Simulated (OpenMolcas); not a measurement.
**O3LYP/cc-pVTZ (Cholesky decomposition) run of N2 (nitrogen)**

Aim: the vertical singlet–triplet gap of N2 (nitrogen) at O3LYP/cc-pVTZ (Cholesky decomposition), from 2 runs. 

The calculation is run with OpenMolcas 26.06.

## (1) The molecule

N2: 2 atoms, total charge 0, spin state singlet. As SMILES, `N#N`. The shape is that of a PBE0-D4/def2-TZVP optimisation.

Bond lengths: N1–N2 1.090 Å.

## (2) A single-point energy at O3LYP/cc-pVTZ (Cholesky decomposition)

job.inp reads:

```
* N2 Kohn-Sham DFT

&GATEWAY
  BasLib = $CurrDir
  Coord
  2
  bohr
  N      0.87966751    -0.28402584     0.45315632
  N     -0.87966751     0.28402584    -0.45315632
  Basis = cc-pVTZ
  Group = NoSym

&SEWARD
  Medium

&SCF
  KSDFT = O3LYP
  PrOrbitals = 0
```

The basis set cc-pVTZ is read from a file made from the Basis Set Exchange's data (not shown).

On the command line:

```bash
$ export MOLCAS_MEM=1860
$ pymolcas job.inp > job.log
```

The program printed:

```text
--- Start Module: gateway ---
[...]
--- Stop Module: gateway /rc=_RC_ALL_IS_WELL_ ---
--- Start Module: seward ---
[...]
      Basis functions           60
--- Stop Module: seward /rc=_RC_ALL_IS_WELL_ ---
--- Start Module: scf ---
[...]
       Convergence after  10 Iterations
[...]
::    Total KS-DFT energy                            -109.5326592619
[...]
      Total spin, S                                     0.0000000000
[...]
      Total electronic charge=   14.000000
      Total            charge=   -0.000000
[...]
      Dipole Moment (debye):
      Origin of the operator (angstrom)=    0.0000    0.0000    0.0000
                   X=  1.1250E-06               Y= -2.8451E-07               Z=  5.5668E-07           Total=  1.2870E-06
      Quadrupole Moment (debye*angstrom):
[...]
--- Stop Module: scf /rc=_RC_ALL_IS_WELL_ ---
[...]
```

Wall time 2.5 s (1 thread of AMD EPYC 9R45 (Zen 5), shared host); peak memory 0.09 GiB.

## (3) The triplet at the same level

job.input reads:

```
&gateway
  baslib = $CurrDir
  coord
  2
  bohr
  N      0.87966751    -0.28402584     0.45315632
  N     -0.87966751     0.28402584    -0.45315632
  basis = cc-pVTZ
  group = NoSym

&seward
  medium

&scf
  uhf
  spin = 3
  ksdft = O3LYP
  prorbitals = 0
```

The basis set cc-pVTZ is read from a file made from the Basis Set Exchange's data (not shown).

On the command line:

```bash
$ export MOLCAS_MEM=1860
$ pymolcas job.input > job.log
```

The program printed:

```text
--- Start Module: gateway ---
[...]
--- Stop Module: gateway /rc=_RC_ALL_IS_WELL_ ---
--- Start Module: seward ---
[...]
      Basis functions           60
--- Stop Module: seward /rc=_RC_ALL_IS_WELL_ ---
--- Start Module: scf ---
[...]
       Convergence after  19 Iterations
[...]
::    Total KS-DFT energy                            -109.2497802856
[...]
      Total spin, S                                     1.0018778831
[...]
      Total electronic charge=   14.000000
      Total            charge=   -0.000000
[...]
      Dipole Moment (debye):
      Origin of the operator (angstrom)=    0.0000    0.0000    0.0000
                   X=  5.5611E-06               Y= -7.2071E-07               Z=  2.1610E-06           Total=  6.0096E-06
      Quadrupole Moment (debye*angstrom):
[...]
--- Stop Module: scf /rc=_RC_ALL_IS_WELL_ ---
[...]
```

Run time: 4.5 s. Hardware: 1 thread of AMD EPYC 9R45 (Zen 5), shared host; peak memory 0.09 GiB.

## (4) What came out

At O3LYP/cc-pVTZ (Cholesky decomposition):

```
                                        quantity          value
                           singlet: total energy  -109.53266 Eh
                          singlet: dipole moment         0.00 D
                            singlet: HOMO energy      -10.99 eV
                            singlet: LUMO energy       -0.92 eV
                          singlet: HOMO–LUMO gap       10.07 eV
                           triplet: total energy  -109.24978 Eh
                          triplet: dipole moment         0.00 D
     triplet: HOMO energy (highest over α and β)       -3.28 eV
                                   triplet: ⟨S²⟩          2.006
vertical energy of the triplet above the singlet       7.698 eV
```

What this shows: At this shape the triplet lies 7.70 eV (178 kcal/mol) above the singlet.
